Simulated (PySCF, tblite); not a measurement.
C5H9O (charge -1).
SMILES with atom numbers: `[CH2:1]=[C:2]([O-:3])[CH:4]([CH3:5])[CH3:6]` (hydrogens: H7, H8 on C1; H9 on C4; H10, H11, H12 on C5; H13, H14, H15 on C6)
Bond orders are those of one Lewis drawing.

Computed with GFN2-xTB (tblite), gas phase: Langevin dynamics at 300 K from the optimised GFN2-xTB geometry, time step 0.5 fs, friction 0.01 fs⁻¹, 2000 steps. Over the second half of the run the saved frames average 314 K.

Frame at 250 fs, instantaneous temperature 214 K:
```
atom  x, y, z in Å
C1      1.797    0.731   -0.264
C2      0.668    0.477   -0.961
O3      0.412    0.699   -2.169
C4     -0.519   -0.203   -0.095
C5     -1.825    0.350   -0.634
C6     -0.315   -1.693   -0.217
H7      2.759    1.083   -0.696
H8      1.928    0.520    0.762
H9     -0.424    0.114    0.918
H10    -1.519    0.697   -1.598
H11    -2.283    1.087   -0.091
H12    -2.587   -0.465   -0.825
H13     0.589   -1.943    0.322
H14    -0.097   -2.038   -1.241
H15    -1.101   -2.203    0.229
```

Frame at 425 fs, instantaneous temperature 267 K:
```
atom  x, y, z in Å
C1      1.870    0.883   -0.063
C2      0.745    0.558   -0.778
O3      0.372    0.915   -1.973
C4     -0.240   -0.412   -0.016
C5     -1.719   -0.243   -0.407
C6      0.097   -1.920   -0.234
H7      2.570    1.479   -0.643
H8      2.140    0.600    0.982
H9     -0.152   -0.352    1.079
H10    -1.899    0.270   -1.322
H11    -2.240    0.416    0.304
H12    -2.187   -1.222   -0.348
H13     1.142   -2.100   -0.092
H14    -0.045   -2.295   -1.292
H15    -0.503   -2.621    0.337
```

Frame at 625 fs, instantaneous temperature 267 K:
```
atom  x, y, z in Å
C1      1.273    1.864   -0.230
C2      0.469    0.929   -0.841
O3      0.310    0.617   -2.096
C4     -0.416    0.032    0.135
C5     -1.886    0.172   -0.214
C6      0.002   -1.373   -0.214
H7      1.742    2.587   -0.898
H8      1.310    2.152    0.815
H9     -0.133    0.286    1.215
H10    -2.119    0.035   -1.306
H11    -2.265    1.115    0.151
H12    -2.546   -0.456    0.351
H13     1.083   -1.380   -0.070
H14    -0.127   -1.621   -1.331
H15    -0.552   -2.083    0.433
```

Frame at 800 fs, instantaneous temperature 264 K:
```
atom  x, y, z in Å
C1      1.289    1.337    0.273
C2      0.596    0.605   -0.584
O3      0.704    0.534   -1.844
C4     -0.552   -0.193    0.063
C5     -1.853    0.468   -0.314
C6     -0.449   -1.664   -0.305
H7      2.111    2.002   -0.041
H8      1.152    1.297    1.414
H9     -0.507   -0.124    1.276
H10    -1.957    0.584   -1.379
H11    -1.766    1.484    0.071
H12    -2.742    0.004    0.157
H13     0.362   -2.151    0.274
H14    -0.098   -1.702   -1.299
H15    -1.398   -2.252   -0.135
```

Frame at 1000 fs, instantaneous temperature 223 K:
```
atom  x, y, z in Å
C1      1.548    1.363    0.610
C2      1.006    0.553   -0.351
O3      1.620    0.052   -1.375
C4     -0.447   -0.073   -0.159
C5     -1.503    0.967   -0.684
C6     -0.553   -1.509   -0.623
H7      2.408    1.948    0.388
H8      0.992    1.720    1.466
H9     -0.666   -0.042    0.972
H10    -1.373    1.206   -1.716
H11    -1.300    1.867   -0.111
H12    -2.546    0.624   -0.496
H13     0.259   -2.060   -0.178
H14    -0.288   -1.594   -1.720
H15    -1.445   -2.010   -0.424
```

Problem. What do single points at PBE0/pcSseg-1 (PySCF, gas phase) give on these frames?

Solution. 
```
t (fs)  GFN2-xTB E above start (eV)  DFT E above lowest frame (eV)  HOMO (eV)  LUMO (eV)
   250                         0.46                           0.12       0.27       5.70
   425                         0.54                           0.06       0.24       5.44
   625                         0.61                           0.06       0.17       5.53
   800                         0.45                           0.00       0.21       5.39
  1000                         0.50                           0.06       0.35       5.41
```

The two levels order the frames alike by energy but for pairs within 0.08 eV at one level; measured from each level's lowest frame they differ by 0.11 eV at most. The HOMO–LUMO gap runs from 5.06 to 5.43 eV. These are instantaneous structures, not minima. An orbital of positive energy is held in place by the finite basis.

Problem. And the isotropic GIAO shieldings (ppm) from the same runs?

Solution. 
```csv
atom,250 fs,425 fs,625 fs,800 fs,1000 fs,mean,range
C1,141.0,128.2,134.4,131.0,139.2,134.8,12.8
C2,9.9,4.9,-3.0,11.8,-3.5,4.0,15.3
O3,62.9,22.9,42.0,79.8,-0.7,41.4,80.5
C4,151.8,148.0,136.0,131.8,140.9,141.7,20.0
C5,172.2,168.7,166.6,158.3,159.1,165.0,13.9
C6,163.8,153.8,152.8,161.8,170.1,160.5,17.3
H7,29.5,29.1,29.6,29.4,29.9,29.5,0.8
H8,30.3,28.0,28.7,28.1,29.6,28.9,2.3
H9,30.6,29.6,29.1,27.6,28.7,29.1,3.0
H10,28.4,29.9,29.2,30.2,31.2,29.8,2.8
H11,33.2,31.2,31.3,30.2,30.2,31.2,3.0
H12,31.8,32.1,32.1,31.0,30.7,31.5,1.4
H13,30.8,31.1,30.2,30.5,31.1,30.7,0.9
H14,30.5,30.0,28.0,30.0,29.3,29.6,2.5
H15,32.6,31.4,30.9,30.9,32.7,31.7,1.8
```

What follows is the cost of the whole dynamics run. On one thread, x86-64 server, shared host, this took 7.8 s of wall time.
